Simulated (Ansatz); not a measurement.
## What a trial cell of Y relaxes into

Method: DFT PBEsol, scalar-relativistic, plane waves, PAW in Ansatz 0.2.0. Cutoff 420 eV, Γ-centred k mesh, Gaussian smearing, no spin polarisation in the final step.

The start puts Y on the beta-tungsten (A15) structure type (Pm-3n, No. 223), at a guessed volume.

```
CELL_PARAMETERS angstrom
6.48064 0.00000 0.00000
0.00000 6.48064 0.00000
0.00000 0.00000 6.48064
ATOMIC_POSITIONS crystal
Y 0.50000 0.50000 0.50000
Y 0.00000 0.00000 0.00000
Y 0.25000 0.00000 0.50000
Y 0.50000 0.25000 0.00000
Y 0.50000 0.75000 0.00000
Y 0.75000 0.00000 0.50000
Y 0.00000 0.50000 0.75000
Y 0.00000 0.50000 0.25000
```

Cell and atoms relax at zero pressure; the relaxation can't lower the symmetry of the start.

Energies count from the standard state of Y at the same level.

(1) What does it relax into?

(2) What are its volume, energy, density and gap?

Answers

(1) It keeps Pm-3n (No. 223). The result has the beta-tungsten (A15) structure. Conventional cell: a = 6.346 Å. Around Y on Wyckoff site a (2 atoms of the primitive cell) lie 12 Y at 3.55 Å; Y on Wyckoff site c (6 atoms of the primitive cell) is coordinated by 2 Y at 3.17 Å, 4 Y at 3.55 Å and 8 Y at 3.89 Å.

```xyz
8
Lattice="6.3461 0.0000 0.0000 0.0000 6.3461 0.0000 0.0000 0.0000 6.3461" Properties=species:S:1:pos:R:3 pbc="T T T"
Y     3.1731    3.1731    3.1731
Y     0.0000    0.0000    0.0000
Y     1.5865    0.0000    3.1731
Y     3.1731    1.5865    0.0000
Y     3.1731    4.7596    0.0000
Y     4.7596    0.0000    3.1731
Y     0.0000    3.1731    4.7596
Y     0.0000    3.1731    1.5865
```

(2) The volume per atom is 31.95 Å³. The density is 4.62 g/cm³. The energy over the standard structure is 0.26 eV/atom and the gap on the 6×6×6 mesh is 0 eV (a metal).

The final run used a 6×6×6 mesh on its 8-atom cell and 0.10 eV smearing. The k mesh leaves about 4 meV/atom of noise in metals. Symmetry constrained the relaxation, so the result can be a saddle point.